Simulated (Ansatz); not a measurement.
Cartesian coordinates in Å:
```
C -0.421 -1.585 -0.179
C -0.652 -0.102 -0.397
C 0.279 0.771 0.418
O 1.630 0.539 0.191
O -0.055 2.087 0.199
F 0.129 0.485 1.750
H 0.601 -1.870 -0.438
H -1.104 -2.171 -0.797
H -0.588 -1.857 0.864
H -1.672 0.181 -0.130
H -0.517 0.168 -1.449
H 1.804 0.728 -0.736
H 0.565 2.626 0.705
```

Total charge 0; spin multiplicity 1.

(1) List the r2SCAN/def2-TZVPP orbital energies in eV (Ansatz 0.2.0). (An estimate is asked.)

Answers

(1) The calculation gave: Occupied: -666.08, -516.38, -516.37, -277.88, -273.29, -272.86, -32.20, -28.42, -26.92, -20.60, -17.69, -16.06, -14.66, -13.61, -12.82, -11.60, -11.07, -10.27, -9.90, -9.52, -9.41, -8.77, -8.68, -8.02, -7.39. Lowest empty: 0.65, 1.50, 2.19, 2.71, 2.80, 3.44, 3.51, 4.53.
